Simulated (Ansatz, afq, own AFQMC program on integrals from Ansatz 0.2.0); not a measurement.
## GeHO, doublet: AFQMC among the cluster methods

| atom | x (Å) | y (Å) | z (Å) |
| --- | --- | --- | --- |
| Ge | 0.0000 | -0.0358 | 0.2294 |
| O | 0.0000 | 0.0757 | -1.1029 |
| H | 0.0000 | 1.3804 | 0.9715 |

Connectivity, by distances: GeH–O.

Basis cc-pVDZ. Only valence electrons are correlated. Ansatz 0.2.0 and our own AFQMC program on the same integrals; the CISD trial comes from CCSD amplitudes, and released means the phaseless constraint is let go. Free projection: walkers drawn from exp(T), propagated without any constraint. Its projection time is finite, and what remains of the start isn't in its error. ± is one standard error of the sampling. No spin–orbit coupling.

Determinant: UHF, the one that the program's search chose, which needn't be the lowest solution. The geometry is a point of a scan.

No full CI on the walks' own integrals is used here; CCSDT(Q) serves as the reference and is uncertain by about the last step of the cluster series.

Cautions: no relativity below Rb; no spin-orbit coupling; inner d shell frozen.

- T1 diagnostic: 0.0237
- weight of the determinant in the CISD state: 0.894
- ⟨S²⟩ of the determinant: 0.775
- size of the correlated space: 11 electrons in 31 orbitals

```
  level  correlation energy (eV)
    MP2                  -6.9544
   CCSD                  -7.2616
CCSD(T)                  -7.4812
```

(1) Estimate where AFQMC with the constraint released lies against CCSD(T) on the same integrals.

(1) 3.8 ± 2.0 kJ/mol below CCSD(T). The gap is under twice the noise, so this walk alone can't tell the two apart.

Reference: CCSDT(Q), correlation energy -7.530 eV. The released energy is read at 2.40 1/Eh (meV from the phaseless value at times in 1/Eh: -5 ± 17 at 0.24, -10 ± 14 at 0.51, 4 ± 18 at 0.99, -10 ± 18 at 1.62, -14 ± 21 at 2.40).

```json
{"level": "CCSD(T)", "E − E(reference) (kJ/mol)": "4.7", "share of correlation (%)": "99.36"}
{"level": "CCSDT", "E − E(reference) (kJ/mol)": "2.8", "share of correlation (%)": "99.61"}
{"level": "ph-AFQMC/HF", "E − E(reference) (kJ/mol)": "-9.1 ± 8.8", "share of correlation (%)": "101.25"}
{"level": "ph-AFQMC/CISD", "E − E(reference) (kJ/mol)": "2.2 ± 1.4", "share of correlation (%)": "99.70"}
{"level": "released AFQMC", "E − E(reference) (kJ/mol)": "0.9 ± 2.0", "share of correlation (%)": "99.88"}
{"level": "free AFQMC", "E − E(reference) (kJ/mol)": "-0.8 ± 2.2", "share of correlation (%)": "100.12"}
```

Free projections are given only where their last times agree within the noise and don't stop above the reference; a slow remainder of the start can still hide under it. A walk keeps the symmetry of its determinant, which the program's search chose and which needn't be the lowest solution, so a lower state of the same spin and another symmetry isn't excluded. Released energies are given only where the last usable release times agree within the noise; a slower fall can still hide under it.
